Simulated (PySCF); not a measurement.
## Assigning NMR signals

Cartesian coordinates in Å; atom numbers follow the order of the lines, from 1:
```xyz
7

N     3.2329   -0.4183    1.1116
C     2.1399   -0.2775    0.7417
C     0.8480   -0.1095    0.3053
C    -0.2950    0.0418   -0.0856
C    -1.6449    0.2345   -0.5920
O    -2.6299    0.0524    0.0714
H    -1.6903    0.5673   -1.6557
```

PySCF 2.14.0 with density-fitted response routines calculation with geometry: PBE0-D3(BJ)/def2-SVP, PBE0/pcSseg-1 with gauge-including orbitals and J couplings at B3LYP/pcJ-1; single conformer, non-relativistic Hamiltonian, in vacuum.

Chemical shifts δ = σref − σ; ¹³C (σ = 184.41 ppm) against TMS, all at this level.

Assign these signals to the numbered atoms. ¹³C{¹H} NMR (computed): δ 177.9 (CH), 110.5 (C), 75.2 (C), 71.2 (C).

## Answers


177.9 → C5, aldehyde carbonyl carbon: low-lying n→π* states of the double bond to the heteroatom give a large paramagnetic term (-243 ppm)
110.5 → C2, nitrile carbon: typical of a nitrile
75.2 → C4, alkyne carbon: the triple bond shields along its axis, which puts it between sp3 and sp2 carbons
71.2 → C3, alkyne carbon

Shifts are as computed. Against solution values, carbons near 30 ppm lie about +2 ppm off and those near 130 ppm about +5 ppm. Of 1211 compounds with measured shifts, 218 miss one by over three times the rms of a fit or turn the order of signals round; such compounds aren't used in these exercises.
